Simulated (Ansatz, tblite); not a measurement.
# The cluster Ga₂N₂: competing shapes

Aim: relax the candidate shapes of the cluster Ga₂N₂ that a cheap search turned up, and see how the levels of theory order them.

Method: relaxed with PBE-D4/def2-SVP, singlet; program: Ansatz 0.2.0, Gaussian basis.

## Step 1: The starting structure

4 atoms, charge 0, spin multiplicity 1.

Atoms are counted from 1 here; the program's logs count them from 0.

Bond lengths: Ga1–N3 2.109 Å, Ga1–N4 2.109 Å, Ga2–N3 2.108 Å, Ga2–N4 2.108 Å, N3–N4 1.284 Å. Angles: N3–Ga1–N4 35.5°, N3–Ga2–N4 35.5°, Ga1–N3–Ga2 144.6°, Ga1–N3–N4 72.3°, Ga2–N3–N4 72.3°, Ga1–N4–Ga2 144.5°, Ga1–N4–N3 72.3°, Ga2–N4–N3 72.2°.

Geometry (Å):

```xyz
4
Ga2N2
Ga    1.9285    0.5250    0.1968
Ga   -1.9265   -0.5315   -0.1948
N    -0.0984    0.1276    0.6214
N     0.0964   -0.1211   -0.6234
```

A search from random starts with GFN1-xTB found 8 distinct shapes; 2 go on here. The structure above is candidate A, which lies 0.00 eV above the lowest at that level; B lies 0.32 eV above the lowest at that level.

## Step 2: Relaxing candidate A

Contents of in.yaml:

```yaml
crystal:
  periodic: [false, false, false]
  atoms:
    - {symbol: Ga, position_ang: [1.928470, 0.525010, 0.196760]}
    - {symbol: Ga, position_ang: [-1.926480, -0.531540, -0.194750]}
    - {symbol: N, position_ang: [-0.098370, 0.127590, 0.621430]}
    - {symbol: N, position_ang: [0.096380, -0.121070, -0.623440]}
basis:
  gaussian: {orbitals: def2-SVP}
hamiltonian: {xc: pbe, dispersion: d4}
scf: {omitted_lower_state_checks: [starts]}
output: {orbitals: {seedname: orbitals}}
relax: {f_tol: 0.02, max_steps: 100}
```

On the command line:

```bash
> ansatz run in.yaml --threads 2 --pin off --events-out ev --progress --plain --max-ram 4352MiB
```

Standard output, cut to the lines that bear on the results:

```text
Functional definition: PBE
  name "PBE"
  cite "Perdew, Burke & Ernzerhof, Phys. Rev. Lett. 77, 3865 (1996) doi:10.1103/PhysRevLett.77.3865"
  parent pbe
[...]
1054 factors; their error is unknown
[...]
mean field -107700.50060405 eV, -3957.9203951774 hartree, gradient 2.9e-5 eV, S^2 0.000000; 0 other end points of the search recorded, 0 dependent functions left out
[...]
reference -107700.50063953 eV, -3957.9203964815 hartree; 38, 38 occupied and 54, 54 virtual orbitals, 1054 factors
relax step   1: F+E_penalty+E_count = -107700.62564439 eV  Δ(F+E_penalty+E_count) = +0.000e0 eV  max|allowed force component| = 1.089e0 eV/Å  Δτ_max = 0.0000 Å  (27 SCF iters, accepted)
[...]
relax step   4: F+E_penalty+E_count = -107700.70107128 eV  Δ(F+E_penalty+E_count) = -5.711e-5 eV  max|allowed force component| = 2.053e-1 eV/Å  Δτ_max = 0.0111 Å  (31 SCF iters, accepted)
[...]
relax step   5: F+E_penalty+E_count = -107700.70153184 eV  Δ(F+E_penalty+E_count) = -4.606e-4 eV  max|allowed force component| = 3.477e-3 eV/Å  Δτ_max = 0.0030 Å  (32 SCF iters, accepted)
[...]
1054 factors; their error is unknown
mean field -107700.57280374 eV, -3957.9230484671 hartree, gradient 2.2e-5 eV, S^2 0.000000; 0 other end points of the search recorded, 0 dependent functions left out
[...]
reference -107700.57283895 eV, -3957.9230497613 hartree; 38, 38 occupied and 54, 54 virtual orbitals, 1054 factors
Total energy: -107700.70156706 eV, -3957.9277804319 hartree
Atom 0 at     2.009391     0.550871     0.204081 Å, force    -0.000233    -0.000240    -0.000015 eV/Å
Atom 1 at    -2.009462    -0.550612    -0.204121 Å, force     0.000358    -0.000075     0.000056 eV/Å
Atom 2 at    -0.094555     0.120749     0.605116 Å, force    -0.000622     0.000844     0.003437 eV/Å
Atom 3 at     0.094626    -0.121018    -0.605076 Å, force     0.000496    -0.000528    -0.003477 eV/Å
Dipole moment:    -0.000021     0.000050     0.000004 e Å
Checks for a lower state left out: starts
```

It took 8 s on 2 threads of Arm Neoverse V1, shared host.

The steps of the relaxation:

| step | energy from step 1 (eV) | largest force component (eV/Å) |
| --- | --- | --- |
| 1 | 0.0000 | 1.0886 |
| 2 | -0.0482 | 0.6298 |
| 3 | -0.0754 | 0.0676 |
| 4 | -0.0754 | 0.2053 |
| 5 | -0.0759 | 0.0035 |

Close pairs (by a distance rule), those that changed most:

| bond | before (Å) | after (Å) | change (Å) |
| --- | --- | --- | --- |
| Ga2–N3 | 2.108 | 2.185 | +0.077 |
| Ga2–N4 | 2.108 | 2.185 | +0.076 |
| Ga1–N3 | 2.109 | 2.185 | +0.076 |
| Ga1–N4 | 2.109 | 2.185 | +0.076 |
| N3–N4 | 1.284 | 1.249 | -0.036 |

## Step 3: Relaxing candidate B

Contents of in.yaml:

```yaml
crystal:
  periodic: [false, false, false]
  atoms:
    - {symbol: Ga, position_ang: [0.636030, 1.419340, 0.774610]}
    - {symbol: Ga, position_ang: [-0.490410, 0.343390, -1.361940]}
    - {symbol: N, position_ang: [-0.183680, -0.456960, 0.721460]}
    - {symbol: N, position_ang: [0.038050, -1.305770, -0.134120]}
basis:
  gaussian: {orbitals: def2-SVP}
hamiltonian: {xc: pbe, dispersion: d4}
scf: {omitted_lower_state_checks: [starts]}
output: {orbitals: {seedname: orbitals}}
relax: {f_tol: 0.02, max_steps: 100}
```

Same command.

Standard output, cut to the lines that bear on the results:

```text
Functional definition: PBE
  name "PBE"
  cite "Perdew, Burke & Ernzerhof, Phys. Rev. Lett. 77, 3865 (1996) doi:10.1103/PhysRevLett.77.3865"
  parent pbe
[...]
1054 factors; their error is unknown
[...]
mean field -107700.25329427 eV, -3957.9113067109 hartree, gradient 3.1e-5 eV, S^2 0.000000; 0 other end points of the search recorded, 0 dependent functions left out
[...]
reference -107700.25332626 eV, -3957.9113078864 hartree; 38, 38 occupied and 54, 54 virtual orbitals, 1054 factors
relax step   1: F+E_penalty+E_count = -107700.37952893 eV  Δ(F+E_penalty+E_count) = +0.000e0 eV  max|allowed force component| = 1.607e0 eV/Å  Δτ_max = 0.0000 Å  (30 SCF iters, accepted)
[...]
relax step   3: F+E_penalty+E_count = -107700.54671969 eV  Δ(F+E_penalty+E_count) = +5.078e-2 eV  max|allowed force component| = 5.056e0 eV/Å  Δτ_max = 0.1036 Å  (37 SCF iters, rejected (line search))
[...]
relax step  10: F+E_penalty+E_count = -107700.79618495 eV  Δ(F+E_penalty+E_count) = -4.396e-4 eV  max|allowed force component| = 8.611e-3 eV/Å  Δτ_max = 0.0104 Å  (32 SCF iters, accepted)
[...]
1054 factors; their error is unknown
mean field -107700.64568980 eV, -3957.9257269806 hartree, gradient 2.2e-5 eV, S^2 0.000000; 0 other end points of the search recorded, 0 dependent functions left out
[...]
reference -107700.64572305 eV, -3957.9257282024 hartree; 38, 38 occupied and 54, 54 virtual orbitals, 1054 factors
Total energy: -107700.79621820 eV, -3957.9312587971 hartree
Atom 0 at     0.597386     1.598866     0.989453 Å, force     0.000066    -0.002050    -0.000167 eV/Å
Atom 1 at    -0.526692     0.345055    -1.570303 Å, force    -0.000438     0.000475    -0.000994 eV/Å
Atom 2 at     0.143957    -0.496730     0.585033 Å, force     0.001955     0.008611     0.004823 eV/Å
Atom 3 at    -0.214661    -1.447191    -0.004172 Å, force    -0.001583    -0.007037    -0.003662 eV/Å
Dipole moment:    -0.010616     0.285710    -0.144293 e Å
Checks for a lower state left out: starts
```

It took 15 s on 2 threads of Arm Neoverse V1, shared host.

Relaxation path: (the energy doesn't fall at every step)

| step | energy from step 1 (eV) | largest force component (eV/Å) |
| --- | --- | --- |
| 1 | 0.0000 | 1.6075 |
| 2 | -0.2180 | 1.5314 |
| 3 | -0.1672 | 5.0563 |
| 4 | -0.3254 | 0.5616 |
| 5 | -0.3941 | 0.4811 |
| 6 | -0.3898 | 0.4223 |
| 7 | -0.4087 | 0.3770 |
| 8 | -0.4155 | 0.1181 |
| 9 | -0.4162 | 0.0832 |
| 10 | -0.4167 | 0.0086 |

Distances of close pairs at the start and the end, largest changes first:

| bond | before (Å) | after (Å) | change (Å) |
| --- | --- | --- | --- |
| Ga1–Ga2 | 2.644 | 3.064 | +0.420 |
| Ga2–N4 | 2.123 | 2.400 | +0.278 |
| Ga2–N3 | 2.253 | 2.409 | +0.156 |
| Ga1–N3 | 2.048 | 2.182 | +0.134 |
| N3–N4 | 1.225 | 1.174 | -0.051 |

Contacts that opened: Ga2–N4 2.12 to 2.40 Å.

## Step 4: The relaxed candidates

| candidate | point group | bonds (count, mean Å) | energy above the lowest (eV) |
| --- | --- | --- | --- |
| A | D2h | Ga–N 4, 2.18; N–N 1, 1.25 | 0.095 |
| B | Cs | N–N 1, 1.17; Ga–N 1, 2.18 | 0.000 |

## Step 5: Candidate A, GFN1-xTB

Tight binding, by tblite at 300 K electronic temperature and without a spin-polarisation term:

```python
tblite.interface.Calculator('GFN1-xTB', numbers, positions, charge=0, uhf=0).singlepoint()
```

Energy -243.6967 eV, HOMO -7.67 eV, LUMO -6.62 eV; 0.002 s.

## Step 6: Candidate A, GFN2-xTB

Tight binding, by tblite at 300 K electronic temperature and without a spin-polarisation term:

```python
tblite.interface.Calculator('GFN2-xTB', numbers, positions, charge=0, uhf=0).singlepoint()
```

Energy -223.7294 eV, HOMO -7.41 eV, LUMO -7.05 eV; 0.003 s.

## Step 7: Candidate A, PBE0-D4/def2-TZVP

start.molden holds the orbitals of an earlier run on this state, given as this run's starting guess.

Contents of in.yaml:

```yaml
crystal:
  periodic: [false, false, false]
  atoms:
    - {symbol: Ga, position_ang: [2.009391, 0.550871, 0.204081]}
    - {symbol: Ga, position_ang: [-2.009462, -0.550612, -0.204121]}
    - {symbol: N, position_ang: [-0.094555, 0.120749, 0.605116]}
    - {symbol: N, position_ang: [0.094626, -0.121018, -0.605076]}
basis:
  gaussian: {orbitals: def2-TZVP, initial_orbitals: start.molden}
hamiltonian: {xc: pbe0, dispersion: d4}
scf: {omitted_lower_state_checks: [starts]}
output: {orbitals: {seedname: orbitals}}
```

Same command.

Standard output:

```text
Functional definition: PBE0
  name "PBE0"
  cite "Adamo & Barone, J. Chem. Phys. 110, 6158 (1999) doi:10.1063/1.478522"
  cite "Perdew, Burke & Ernzerhof, Phys. Rev. Lett. 77, 3865 (1996) doi:10.1103/PhysRevLett.77.3865"
  parent pbe
  parameter a = 0.25
  parameter kappa = 0.804
  parameter beta = 0.06672455060314922
  exchange = (1 - a)*pbe_x(kappa = kappa, mu = beta*pi^2/3) + a*exact_x
  correlation = pbe_c(beta = beta)
these checks for a lower state are left out or cut short: starts
1136 factors; their error is unknown
mean field evaluation 1: about -107685.4791 eV, gradient 1.9e2 eV
mean field evaluation 2: about -107711.1478 eV, gradient 2.8e1 eV
mean field evaluation 4: about -107718.3865 eV, gradient 4.3e0 eV
mean field evaluation 8: about -107718.9363 eV, gradient 1.3e-4 eV
mean field -107718.93631273 eV, -3958.5978949754 hartree, gradient 1.8e-5 eV, S^2 0.000000; 0 other end points of the search recorded, 0 dependent functions left out
reference -107718.93633786 eV, -3958.5978958990 hartree; 38, 38 occupied and 120, 120 virtual orbitals, 1136 factors
Total energy: -107719.04525679 eV, -3958.6018985957 hartree
Checks for a lower state left out: starts
```

It took 4 s on 2 threads of Arm Neoverse V1, shared host.

HOMO -5.16 eV, LUMO -1.47 eV.

## Step 8: Candidate A, PBE-D4/def2-TZVP

Changes to in.yaml since step 7:

```diff
@@ -9,4 +9,4 @@
   gaussian: {orbitals: def2-TZVP, initial_orbitals: start.molden}
-hamiltonian: {xc: pbe0, dispersion: d4}
+hamiltonian: {xc: pbe, dispersion: d4}
 scf: {omitted_lower_state_checks: [starts]}
-output: {orbitals: {seedname: orbitals}}
+output: {forces: true, orbitals: {seedname: orbitals}}
```

Launched as before.

Standard output, cut to the lines that bear on the results:

```text
Functional definition: PBE
  name "PBE"
  cite "Perdew, Burke & Ernzerhof, Phys. Rev. Lett. 77, 3865 (1996) doi:10.1103/PhysRevLett.77.3865"
  parent pbe
[...]
1046 factors; their error is unknown
[...]
mean field -107717.44264245 eV, -3958.5430036051 hartree, gradient 2.2e-5 eV, S^2 0.000000; 0 other end points of the search recorded, 0 dependent functions left out
[...]
reference -107717.44267541 eV, -3958.5430048163 hartree; 38, 38 occupied and 120, 120 virtual orbitals, 1046 factors
Total energy: -107717.57140349 eV, -3958.5477354861 hartree
Atom 0 at     2.009391     0.550871     0.204081 Å, force    -0.098080    -0.027062    -0.009954 eV/Å
Atom 1 at    -2.009462    -0.550612    -0.204121 Å, force     0.098206     0.026738     0.009995 eV/Å
Atom 2 at    -0.094555     0.120749     0.605116 Å, force     0.021734    -0.027723    -0.139578 eV/Å
Atom 3 at     0.094626    -0.121018    -0.605076 Å, force    -0.021859     0.028047     0.139538 eV/Å
Dipole moment:    -0.000023     0.000058     0.000002 e Å
Checks for a lower state left out: starts
```

Run time: 2.3 s. Hardware: 2 threads of Arm Neoverse V1, shared host.

HOMO -4.23 eV, LUMO -2.58 eV.

## Step 9: Candidate A, r2SCAN-D4/def2-TZVP

Changes to in.yaml since step 8:

```diff
@@ -9,4 +9,4 @@
   gaussian: {orbitals: def2-TZVP, initial_orbitals: start.molden}
-hamiltonian: {xc: pbe, dispersion: d4}
+hamiltonian: {xc: r2scan, dispersion: d4}
 scf: {omitted_lower_state_checks: [starts]}
-output: {forces: true, orbitals: {seedname: orbitals}}
+output: {orbitals: {seedname: orbitals}}
```

The command is unchanged.

Standard output:

```text
Functional definition: r2SCAN
  name "r2SCAN"
  cite "Furness, Kaplan, Ning, Perdew & Sun, J. Phys. Chem. Lett. 11, 8208 (2020) doi:10.1021/acs.jpclett.0c02405"
  cite "Furness, Kaplan, Ning, Perdew & Sun, J. Phys. Chem. Lett. 11, 9248 (2020) doi:10.1021/acs.jpclett.0c03077"
  parent r2scan
  parameter k0 = 0.174
  parameter k1 = 0.065
  parameter a1 = 4.9479
  exchange = r2scan_x(k0 = k0, k1 = k1, a1 = a1)
  correlation = r2scan_c
these checks for a lower state are left out or cut short: starts
1046 factors; their error is unknown
mean field evaluation 1: about -107733.8691 eV, gradient 7.9e0 eV
mean field evaluation 2: about -107733.9299 eV, gradient 9.1e-2 eV
mean field evaluation 4: about -107733.8980 eV, gradient 2.3e-4 eV
mean field -107733.89803340 eV, -3959.1477280685 hartree, gradient 2.5e-5 eV, S^2 0.000000; 0 other end points of the search recorded, 0 dependent functions left out
reference -107733.89804330 eV, -3959.1477284325 hartree; 38, 38 occupied and 120, 120 virtual orbitals, 1046 factors
Total energy: -107733.92367305 eV, -3959.1486703083 hartree
Checks for a lower state left out: starts
```

It took 5.5 s on 2 threads of Arm Neoverse V1, shared host.

From the report: HOMO -4.44 eV, LUMO -2.43 eV.

## Step 10: Candidate A, CAM-B3LYP-D4/def2-TZVP

Changes to in.yaml since step 9:

```diff
@@ -9,3 +9,3 @@
   gaussian: {orbitals: def2-TZVP, initial_orbitals: start.molden}
-hamiltonian: {xc: r2scan, dispersion: d4}
+hamiltonian: {xc: {name: CAM-B3LYP}, dispersion: d4}
 scf: {omitted_lower_state_checks: [starts]}
```

The command is unchanged.

Standard output, cut to the lines that bear on the results:

```text
Functional definition: CAM-B3LYP
  name "CAM-B3LYP"
  cite "Yanai, Tew & Handy, Chem. Phys. Lett. 393, 51 (2004) doi:10.1016/j.cplett.2004.06.011"
  cite "Iikura, Tsuneda, Yanai & Hirao, J. Chem. Phys. 115, 3540 (2001) doi:10.1063/1.1383587"
  cite "Becke, Phys. Rev. A 38, 3098 (1988) doi:10.1103/PhysRevA.38.3098"
  cite "Lee, Yang & Parr, Phys. Rev. B 37, 785 (1988) doi:10.1103/PhysRevB.37.785"
  cite "Vosko, Wilk & Nusair, Can. J. Phys. 58, 1200 (1980) doi:10.1139/p80-159"
[...]
  # Exact exchange under (alpha + beta erf(omega r))/r, Becke's under what is left of 1/r.
[...]
1116 factors; their error is unknown
247 factors; integrals over basis functions are off by at most 2.3e-5 eV
[...]
mean field -107741.27703184 eV, -3959.4189012597 hartree, gradient 1.1e-5 eV, S^2 0.000000; 0 other end points of the search recorded, 0 dependent functions left out
reference -107741.27713600 eV, -3959.4189050873 hartree; 38, 38 occupied and 120, 120 virtual orbitals, 1116 factors
Total energy: -107741.39129268 eV, -3959.4231002680 hartree
Checks for a lower state left out: starts
```

It took 4.2 s on 2 threads of Arm Neoverse V1, shared host.

Report: HOMO -6.31 eV, LUMO -0.52 eV.

## Step 11: Candidate A, r2SCAN0-D4/def2-TZVP

Changes to in.yaml since step 10:

```diff
@@ -9,3 +9,3 @@
   gaussian: {orbitals: def2-TZVP, initial_orbitals: start.molden}
-hamiltonian: {xc: {name: CAM-B3LYP}, dispersion: d4}
+hamiltonian: {xc: {name: r2SCAN0}, dispersion: d4}
 scf: {omitted_lower_state_checks: [starts]}
```

Same command.

Standard output, cut to the lines that bear on the results:

```text
Functional definition: r2SCAN0
  name "r2SCAN0"
  cite "Bursch, Neugebauer, Ehlert & Grimme, J. Chem. Phys. 156, 134105 (2022) doi:10.1063/5.0086040"
  cite "Furness, Kaplan, Ning, Perdew & Sun, J. Phys. Chem. Lett. 11, 8208 (2020) doi:10.1021/acs.jpclett.0c02405"
  cite "Furness, Kaplan, Ning, Perdew & Sun, J. Phys. Chem. Lett. 11, 9248 (2020) doi:10.1021/acs.jpclett.0c03077"
  parent r2scan
[...]
1136 factors; their error is unknown
[...]
mean field -107731.68803655 eV, -3959.0665121824 hartree, gradient 2.2e-5 eV, S^2 0.000000; 0 other end points of the search recorded, 0 dependent functions left out
reference -107731.68804448 eV, -3959.0665124736 hartree; 38, 38 occupied and 120, 120 virtual orbitals, 1136 factors
Total energy: -107731.72081535 eV, -3959.0677167809 hartree
Checks for a lower state left out: starts
```

Run time: 6 s. Hardware: 2 threads of Arm Neoverse V1, shared host.

Report: HOMO -5.33 eV, LUMO -1.40 eV.

## Step 12: Candidate A, CCSD(T)/def2-TZVPP

Changes to in.yaml since step 11:

```diff
@@ -8,4 +8,4 @@
 basis:
-  gaussian: {orbitals: def2-TZVP, initial_orbitals: start.molden}
-hamiltonian: {xc: {name: r2SCAN0}, dispersion: d4}
+  gaussian: {orbitals: def2-TZVPP, initial_orbitals: start.molden}
+correlation: {method: ccsd_t}
 scf: {omitted_lower_state_checks: [starts]}
```

Same command.

Standard output, cut to the lines that bear on the results:

```text
Functional definition: HF
  name "HF"
  cite "Fock, Z. Phys. 61, 126 (1930) doi:10.1007/BF01340294"
  parent pbe
[...]
1039 factors; integrals over basis functions are off by at most 8.7e-4 eV
[...]
mean field -107631.99515754 eV, -3955.4028664529 hartree, gradient 4.2e-6 eV, S^2 0.000000; 0 other end points of the search recorded, 0 dependent functions left out
20 core orbitals not correlated: weight in the atoms' cores, before any rotation towards them, 1.000 or more for the frozen orbitals, at most 0.000 for the correlated occupied ones
reference -107631.99515754 eV, -3955.4028664529 hartree; 18, 18 occupied and 120, 120 virtual orbitals, 1039 factors
second order -21.82330741 eV of doubles, -0.00000000 eV of singles
cycle   1  -20.46473839 eV  change     1.4e0 eV  update   1.6e-1
[...]
cycle  11  -21.57002106 eV  change   -2.5e-6 eV  update   6.8e-6
perturbative correction -1.22084872 eV, -0.0448653630 hartree
Total energy: -107654.78602732 eV, -3956.2404154691 hartree
Checks for a lower state left out: starts
```

Run time: 48 s. Hardware: 2 threads of Arm Neoverse V1, shared host; peak memory 1.1 GiB.

Report: Hartree-Fock HOMO -7.57 eV, LUMO 1.22 eV; T1 0.019.

## Step 13: A against B

The energies of B at these levels come from its own runs, whose logs aren't repeated here.

Differences are taken before rounding.

| method | A above B (eV) | from CCSD(T)/def2-TZVPP (eV) | time |
| --- | --- | --- | --- |
| GFN1-xTB | -0.5893 | -0.6182 | 0.004 s |
| GFN2-xTB | -1.6754 | -1.7043 | 0.006 s |
| HF/def2-TZVPP | -0.2350 | -0.2639 |  |
| PBE-D4/def2-TZVP | 0.1158 | +0.0868 | 4.3 s |
| r2SCAN-D4/def2-TZVP | 0.0291 | +0.0002 | 10 s |
| PBE0-D4/def2-TZVP | 0.0253 | -0.0036 | 8.3 s |
| r2SCAN0-D4/def2-TZVP | -0.0366 | -0.0655 | 13 s |
| CAM-B3LYP-D4/def2-TZVP | -0.0772 | -0.1061 | 9.7 s |
| MP2/def2-TZVPP | 0.1721 | +0.1432 |  |
| CCSD/def2-TZVPP | -0.0388 | -0.0677 |  |
| CCSD(T)/def2-TZVPP | 0.0289 | 0 | 1.8 min |

Among the levels timed on like hardware and quicker than the yardstick, those that no quicker one beats, quickest first: GFN1-xTB (0.004 s, -0.6182 eV); PBE-D4/def2-TZVP (4.3 s, +0.0868 eV); PBE0-D4/def2-TZVP (8.3 s, -0.0036 eV); r2SCAN-D4/def2-TZVP (10 s, +0.0002 eV).

Times add the two runs; a level without a time comes out of a correlated run. The closed-shell reference under CCSD(T)/def2-TZVPP is unstable towards broken spin symmetry, which adds to the doubt on it.

## Step 14: Summary of results

| quantity | value |
| --- | --- |
| A above B, CCSD(T)/def2-TZVPP | +0.0289 eV |
| levels that put A lower | GFN1-xTB, GFN2-xTB, HF/def2-TZVPP, r2SCAN0-D4/def2-TZVP, CAM-B3LYP-D4/def2-TZVP, CCSD/def2-TZVPP |

The levels disagree on A and B: 6 of 11 put A lower. CCSD(T)/def2-TZVPP isn't at the basis-set limit; small misses against it rank nothing. A random search of this size may have missed the true lowest shape. Only singlets are compared; another spin may lie lower and prefer another shape.
